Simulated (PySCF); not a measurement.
Furan: calculation and literature

Numbering as in the mapped SMILES `[cH:1]1[cH:2][cH:3][o:4][cH:5]1` (H(Xn): hydrogen on atom n).

Measured values that the calculation should reproduce: δ ¹³C C3/C5 143.5; C1/C2 110.2; δ ¹H H(C3)/H(C5) 7.56; H(C1)/H(C2) 6.43 ppm (measured; solution, acetone-d6, 298 K; Fulmer et al., Organometallics 2010, 29, 2176).
δ ¹³C C3/C5 142.8; C1/C2 109.6; δ ¹H H(C3)/H(C5) 7.67; H(C1)/H(C2) 6.47 ppm (measured; solution, DMSO-d6, 298 K; Fulmer et al., Organometallics 2010, 29, 2176).
δ ¹³C C3/C5 142.7; C1/C2 109.6 ppm (measured; solution, toluene-d8, 298 K; Fulmer et al., Organometallics 2010, 29, 2176).
σ ¹⁷O O4 50.3 ppm (measured; gas; G. L. Stoychev, PhD thesis, Univ. Bonn 2021 (Stoychev, Auer, Izsak, Neese, JCTC 2018, 14, 619)).

Rapidly exchanging positions averaged, one computed conformer, non-relativistic, no solvent model. Shielding tensors at PBE0/pcSseg-2 (GIAO); PBE0-D3(BJ)/def2-TZVP structure; PySCF.

Question: Set the calculated values beside the experiment.

Answer: 
Reference values: measured (solution, acetone-d6, 298 K; Fulmer et al., Organometallics 2010, 29, 2176).
```json
{"atoms": "C3/C5", "quantity": "δ ¹³C", "reference": "143.5", "computed": "151.6", "computed, scaled": "141.1"}
{"atoms": "C1/C2", "quantity": "δ ¹³C", "reference": "110.2", "computed": "118.3", "computed, scaled": "109.8"}
{"atoms": "H(C3)/H(C5)", "quantity": "δ ¹H", "reference": "7.56", "computed": "7.64", "computed, scaled": "7.25"}
{"atoms": "H(C1)/H(C2)", "quantity": "δ ¹H", "reference": "6.43", "computed": "6.70", "computed, scaled": "6.37"}
```

Reference values: measured (solution, DMSO-d6, 298 K; Fulmer et al., Organometallics 2010, 29, 2176).
```tsv
atoms	quantity	reference	computed	computed, scaled
C3/C5	δ ¹³C	142.8	151.6	141.1
C1/C2	δ ¹³C	109.6	118.3	109.8
H(C3)/H(C5)	δ ¹H	7.67	7.64	7.25
H(C1)/H(C2)	δ ¹H	6.47	6.70	6.37
```

Reference values: measured (solution, toluene-d8, 298 K; Fulmer et al., Organometallics 2010, 29, 2176).
```tsv
atoms	quantity	reference	computed	computed, scaled
C3/C5	δ ¹³C	142.7	151.6	141.1
C1/C2	δ ¹³C	109.6	118.3	109.8
```

Reference values: measured (gas; G. L. Stoychev, PhD thesis, Univ. Bonn 2021 (Stoychev, Auer, Izsak, Neese, JCTC 2018, 14, 619)).
```json
{"atoms": "O4", "quantity": "σ ¹⁷O", "reference": "50.3", "computed": "23.9"}
```

Absolute shieldings are compared as such; zero-point and thermal motion, absent here, lowers them by some tenths of a ppm for H, a few ppm for C and up to about 10 ppm for F.

Computed shifts are σ(ref) − σ with the named reference compound (TMS for H and C) calculated as an isolated molecule at the same level. The measured values may be among those fitted. Expected solution values come from regression of measured δ (H and C: mostly CDCl3, vs TMS) on computed σ: ¹H (scatter 0.15 ppm rms, 0.16 ppm with the 4 outliers that the fit left out); ¹³C (scatter 2.1 ppm rms, 2.1 ppm with the 1 outlier that the fit left out). Occasional misses reach two or three times the rms, and more in compound classes unlike the fitted ones.

Question: How far are the unscaled ¹³C shifts from the references?

Answer: Mean signed difference +8.55 ppm, mean absolute 8.55 ppm over 6 comparisons; the largest is +8.9 ppm at C3/C5 (aromatic CH next to the ring oxygen).

Question: How far are the unscaled ¹H shifts from the references?

Answer: Mean signed difference +0.14 ppm, mean absolute 0.15 ppm over 4 comparisons; the largest is +0.27 ppm at H(C1)/H(C2) (hydrogen on an aromatic CH).

11 of the 65 published NMR values on file for this molecule are compared. The rest: values from further sources, protons in aromatic solvents, values whose atom or origin is in doubt.
